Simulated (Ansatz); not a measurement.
GaAs, singlet: the ladder up to full CI

Geometry: a point of a stretch scan, not a stationary point.

```xyz
2

Ga    0.0000    0.0000    0.0000
As    0.0000    0.0000    3.0370
```

Basis cc-pVDZ; Ansatz 0.2.0. Correlated methods freeze the noble-gas cores and the filled d shells of p-block atoms, which leaves 8 electrons in 26 orbitals. R marks a restricted (for open shells ROHF) determinant, U an unrestricted one. Active spaces: pair = (2e, 2o) about the gap; valence = (8e, 8o) chosen from the atoms' valence shells. No spin–orbit coupling is included, and no scalar relativity.

Full CI is exact within this basis and frozen core; it isn't the basis-set limit. The frozen core follows each run's orbitals, which can shift R against U totals by a few meV for light atoms and by up to 0.1 eV past Ca.

The determinant fills πx and πy unequally, so it is a mixture of Σ and Δ, which weighs on every level built on one determinant.

RHF is unstable: UHF (⟨S²⟩ = 1.02) lies 1.32 eV below the lowest RHF solution. Higher spins weren't run at this geometry and may lie near or lower.

```
UHF ⟨S²⟩                          : 1.018
T1 diagnostic (RCCSD)             : 0.0276
largest doubles amplitude (RCCSD) : 0.188
```

```csv
level,E − E(full CI) (meV),share of correlation (%),wall time
RHF,4594,0.00,–
RMP2,1402,69.48,–
CISD,798,82.64,3.9 s
RCCSD,421,90.85,–
RCCSD(T),218,95.26,14 s
BCCD(T),221,95.19,13 s
RCCSDT*,57,98.75,–
RCCSDT(Q)*,-5,100.11,17 s
RCCSDTQ*,2,99.96,22 s (H100)
CASSCF (pair space),4057,11.68,–
NEVPT2 (pair space),942,79.50,12 s
MRCISD (pair space),453,90.14,–
MRCISD+Q (pair space),12,99.75,12 s
CASSCF (valence space),2852,37.93,–
NEVPT2 (valence space),657,85.69,8.5 s
MRCISD (valence space),180,96.08,–
MRCISD+Q (valence space),-13,100.28,10 s
```

An asterisk marks runs whose energy the program itself flagged as in doubt.

The correlation energy at full CI, counted from RHF, is -4.594 eV. That run took 24 s on 2 threads of AMD EPYC 7R13 with a shared H100 80 GB, shared host over 55,883,796 determinants.

Run but not shown, since their state, orbitals or frozen core can't be matched to the reference's or they repeat it: UHF, UMP2, UCCSD, UCCSD(T), UCCSDT, UCCSDT(Q), UCCSDTQ.

Times hold each run's SCF and search for its determinant on a shared host, so for small cases they say little of a method's own cost; rows without a card ran on 1 thread of AMD EPYC 7R13. Some runs computed forces too.

More than 5 meV below full CI, which no variational method can be: MRCISD+Q (valence space).

Unrestricted levels hold only the spin's projection, and here they fall towards a lower state of higher spin.

The full-CI state has the irrep A1 of C2v, in the program's axes (one component, if the state is degenerate).

Natural occupations of full CI about the gap: 1.954 1.918 1.872 0.993 0.965 0.086 0.052 0.051 0.016 0.014; effectively unpaired electrons, Σ n²(2−n)², 2.14. No single determinant describes this state well, so single-reference rows can miss without a flag.
